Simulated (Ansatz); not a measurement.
We consider PdS (P4₂/m, No. 84), described by BLYP (Ansatz, a first-principles code, PAW).

Settings: plane-wave cutoff 520 eV, 10×10×8 k mesh (along the axes of the cell as run), Fermi–Dirac smearing 0.05 eV, scalar-relativistic PAW data made under PBE.

Results at a series of volumes:

| V (Å³/atom) | E − E_lowest (meV/atom) |
|---|---|
| 18.138 | 9.40 |
| 18.515 | 2.25 |
| 18.893 | 0.00 |
| 19.271 | 2.07 |
| 19.649 | 7.94 |

### Question
What bulk modulus B0 and pressure derivative B′ does a third-order Birch–Murnaghan fit give?

### Answer
V0 = 18.893 Å³/atom, B0 = 91.4 GPa, B′ = 5.3 (fit to the energies at full precision).

Shape and atoms are relaxed at each volume.

Note: the cell is over a tenth larger than the published one: the level's own overestimate first of all, though another phase or state, or a fault of the published cell, is possible; the run has no spin polarisation, so it can have missed a magnetic state; the bulk modulus comes from volumes at which shape and atoms were relaxed.
